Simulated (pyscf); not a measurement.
## Hydrogen abstraction: H₂O + OH• → OH• + H₂O

Gas phase, doublet surface, charge 0. Bonds broken: O1–H2. Bonds formed: H2–O4. Structures and frequencies: ωB97X-D3(BJ)/def2-SVP in PySCF. MP2 and CC: frozen core, UHF for open shells. ΔMP2 is the change of the MP2 total energy from the triple- to the quadruple-zeta basis.

Transition state (Å):

```xyz
5

O     -0.1986    -0.8745     0.7443
H     -1.1450    -0.2105     0.6237
H      0.3618    -0.5500     0.0207
O     -1.9708    -0.0070    -0.1637
H     -2.3909    -0.8792    -0.2382
```

One imaginary mode, 1658i cm⁻¹; descent along it reached the two sides named, in the forms told below.

```json
[
 {"bond": "O1–H2", "change": "breaks", "reactant side (Å)": "0.966", "saddle": "1.162", "product side": "2.307"},
 {"bond": "H2–O4", "change": "forms", "reactant side (Å)": "2.307", "saddle": "1.159", "product side": "0.966"}
]
```

Electronic energies relative to the separated reactants (kJ/mol):

```
level                             barrier  reaction energy  reverse barrier
--------------------------------  -------  ---------------  ---------------
ωB97X-D3(BJ)/def2-TZVP               22.9              0.0             22.9
PBE/def2-TZVP                       -35.4              0.0            -35.4
r²SCAN/def2-TZVP                    -12.3              0.0            -12.3
B3LYP-D3(BJ)/def2-TZVP                1.9              0.0              1.9
PBE0-D3(BJ)/def2-TZVP                 5.5              0.0              5.5
M06-2X/def2-TZVP                     27.5              0.0             27.5
ωB97M-D3(BJ)/def2-TZVP               23.9              0.0             23.9
HF/def2-TZVP                        135.3              0.0            135.3
MP2/def2-QZVPP                       48.2              0.0             48.2
CCSD/def2-TZVPP                      53.5              0.0             53.5
CCSD(T)/def2-TZVPP                   39.6              0.0             39.6
CCSD(T)/def2-TZVPP + ΔMP2(QZVPP)     40.6              0.0             40.6
```

With CCSD(T)/def2-TZVPP + ΔMP2(QZVPP) energies and thermal terms (ideal gas, 1 atm, RRHO with modes under 100 cm⁻¹ raised to 100, one conformer, R ln 2 for rigid chiral ones), in kJ/mol:

```
T (K)   ΔH‡    ΔG‡   ΔH   ΔG
-----  ----  -----  ---  ---
298    33.5   68.1  0.0  0.0
600    32.5  103.8  0.0  0.0
900    33.9  139.2  0.0  0.0
1200   36.1  174.0  0.0  0.0
```

On the reactant side the descent ends in a complex, 18.2 kJ/mol under the separated species and 41.1 kJ/mol under the saddle at ωB97X-D3(BJ)/def2-TZVP. On the product side the descent ends in a complex, 18.2 kJ/mol under the separated species and 41.1 kJ/mol under the saddle at ωB97X-D3(BJ)/def2-TZVP. At r²SCAN the saddle lies under the separated reactants, which points to a path from their complex (located at ωB97X-D3(BJ) alone). At PBE this geometry lies under the reactants; that is no barrier but a single point on another level's saddle; such a level's own saddle, if it has one, lies nearer that side and is low. At r²SCAN the saddle lies under the separated products, which points to a path from their complex (located at ωB97X-D3(BJ) alone). At PBE this geometry lies under the product side: in single points on another level's saddle the reverse barrier vanishes, and the forward threshold there is about the reaction energy. This is the saddle that the search found; another between the same sides may lie lower. The angle at the transferred H is 139°. The CCSD(T) − MP2 part came from Ansatz, without density fitting, on the same reference. Left out: orbital degeneracy and the spin-orbit lowering of OH.
